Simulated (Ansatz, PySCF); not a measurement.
Gas-phase reaction in SMILES: C[SiH2] -> C[SiH2-] (an electron is taken up)
Structures are relaxed separately at B3LYP-D3(BJ)/def2-TZVP in Ansatz (a quantum-chemistry and plane-wave program).

Wanted: adiabatic electron affinity (0 K, with B3LYP-D3(BJ) harmonic zero-point energies from PySCF), positive where the reaction releases energy, in eV. Valence correlation only, unless marked. Open shells are spin-unrestricted. No spin-orbit coupling. No relativistic terms. Anions need diffuse functions: def2-D sets add few; the other sets have none. Basis-set limits of correlation are two-point, X^-3; Hartree-Fock from the larger set. [CCSD(T)-MP2]/basis is that difference in the basis named.

| level | program | adiabatic electron affinity (eV) |
|---|---|---|
| PBE0-D4/def2-TZVPD | Ansatz + dftd4 | [?] |
| CAM-B3LYP-D3(BJ)/def2-TZVPD | Ansatz + dftd3 | [?] |
| SCS-MP2/def2-TZVPP | Ansatz | 0.85 |
| RI-MP2/CBS(def2-TZVPPD,def2-QZVPPD)+[CCSD(T)-MP2]/def2-TZVPPD | Ansatz | 1.15 |

Q: Complete the blanks.

A: 
- PBE0-D4/def2-TZVPD, adiabatic electron affinity (eV): 1.00
- CAM-B3LYP-D3(BJ)/def2-TZVPD, adiabatic electron affinity (eV): 1.04
